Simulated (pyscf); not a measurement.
F–GeH₃ (SMILES [F][GeH3]) + H• (SMILES [H]) → F–GeH₂• (SMILES [F][GeH2]) + H₂ (SMILES [H][H]) (hydrogen abstraction; doublet surface; Ge–H broken, H–H formed). Structures and frequencies: ωB97X-D3(BJ)/def2-SVP in PySCF. Rate constants from transition-state theory, ωB97M-D3(BJ)/def2-TZVP energies (ideal gas, 1 atm, RRHO with modes under 100 cm⁻¹ raised to 100, one conformer, R ln 2 for chiral ones without a mode under 150 cm⁻¹; no tunnelling), k in cm³ molecule⁻¹ s⁻¹.

```tsv
T (K)	1000/T	log10 k
298	3.354	-12.29
600	1.667	?
900	1.111	-10.31
1200	0.833	-9.95
```

Problem. Fit an Arrhenius line to the three values, give the activation energy, and predict k at 600 K.

Solution. Least squares gives log10 k = -9.24 − 0.91 × 1000/T, so Ea = 0.91 × ln 10 × 1.987 = 4.2 kcal/mol, against an electronic barrier of 3.5. At 600 K the line gives -10.76; the computed value is -10.89 (ΔG‡ = 13.5 kcal/mol), a factor 1.4 under the line, since the plot is curved. One saddle was located; it need not be the lowest between these sides. The angle at the transferred H is 178°. Elements up to Kr have no core potential and no relativistic terms here.
